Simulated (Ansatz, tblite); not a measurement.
# The cluster Mg₂H₄: charged states by level of theory

One table from this session's results is given with a row withheld; the runs are named, their logs left out.

Method: as each input shows; program: Ansatz 0.2.0, Gaussian basis.

The runs, in order: charge +1 doublet, at the geometry of the singlet (PBE0-D4/def2-TZVP, PBE-D4/def2-TZVP, r2SCAN-D4/def2-TZVP, CCSD(T)/def2-TZVPP); charge -1 doublet, at the geometry of the singlet (PBE0-D4/def2-TZVPD, PBE-D4/def2-TZVPD, r2SCAN-D4/def2-TZVPD, CCSD(T)/def2-TZVPD); the starting singlet's energies come from earlier runs.

### The relaxed structure

The singlet was relaxed beforehand with r2SCAN-D4/def2-TZVP. At that level it is the lowest of the isomers that a small search found.

6 atoms, charge 0, spin multiplicity 1.

Atoms are counted from 1 here; the program's logs count them from 0.

Bond lengths: Mg1–Mg2 2.785 Å, Mg1–H4 1.878 Å, Mg1–H5 1.700 Å, Mg1–H6 1.879 Å, Mg2–H3 1.700 Å, Mg2–H4 1.878 Å, Mg2–H6 1.878 Å. Angles: Mg2–Mg1–H4 42.1°, Mg2–Mg1–H5 179.7°, Mg2–Mg1–H6 42.1°, H4–Mg1–H5 137.9°, H4–Mg1–H6 84.3°, H5–Mg1–H6 137.9°, Mg1–Mg2–H3 179.7°, Mg1–Mg2–H4 42.1°, Mg1–Mg2–H6 42.2°, H3–Mg2–H4 137.8°, H3–Mg2–H6 137.8°, H4–Mg2–H6 84.3°, Mg1–H4–Mg2 95.7°, Mg1–H6–Mg2 95.7°.

The first run:

in.yaml reads:

```yaml
crystal:
  periodic: [false, false, false]
  atoms:
    - {symbol: Mg, position_ang: [0.197109, -0.394951, 1.320974]}
    - {symbol: Mg, position_ang: [-0.197661, 0.391775, -1.321354]}
    - {symbol: H, position_ang: [-0.437803, 0.879102, -2.931896]}
    - {symbol: H, position_ang: [-1.225670, 0.173403, 0.234479]}
    - {symbol: H, position_ang: [0.438874, -0.867748, 2.935512]}
    - {symbol: H, position_ang: [1.225151, -0.181591, -0.237706]}
basis:
  gaussian: {orbitals: def2-TZVP}
total_charge: 1
magnetization: {spin_polarized: true, initial_magnetization: 1}
hamiltonian: {xc: pbe0, dispersion: d4}
output: {orbitals: {seedname: orbitals}}
```

Started as:

```console
$ ansatz run in.yaml --threads 4 --pin off --events-out ev --progress --plain --max-ram 3916MiB
```

Among the steps run: Charge +1 doublet at the fixed geometry, PBE0-D4/def2-TZVP; Charge +1 doublet at the fixed geometry, PBE-D4/def2-TZVP; Charge +1 doublet at the fixed geometry, r2SCAN-D4/def2-TZVP; Charge +1 doublet at the fixed geometry, CCSD(T)/def2-TZVPP; Charge -1 doublet at the fixed geometry, PBE0-D4/def2-TZVPD; Charge -1 doublet at the fixed geometry, PBE-D4/def2-TZVPD; Charge -1 doublet at the fixed geometry, r2SCAN-D4/def2-TZVPD; Charge -1 doublet at the fixed geometry, CCSD(T)/def2-TZVPD.

One table of the session follows, with a row left open; its other results are not shown here.

It belongs to the step «Vertical electron affinity». 

| method | vertical electron affinity (eV) |
| --- | --- |
| HF/def2-TZVPD | -0.10 |
| PBE-D4/def2-TZVPD | 0.64 |
| r2SCAN-D4/def2-TZVPD | 0.58 |
| PBE0-D4/def2-TZVPD | 0.57 |
| MP2/def2-TZVPD | ? |
| CCSD/def2-TZVPD | 0.29 |
| CCSD(T)/def2-TZVPD | 0.33 |

Q: Estimate the row for MP2/def2-TZVPD from the others.

As computed: vertical electron affinity (eV): 0.22. In the column «vertical electron affinity (eV)» it lies between HF/def2-TZVPD (-0.10) and CCSD/def2-TZVPD (0.29).

Limits of these values: The anion's highest level is positive in at least one run, so there the basis alone may hold the extra electron.
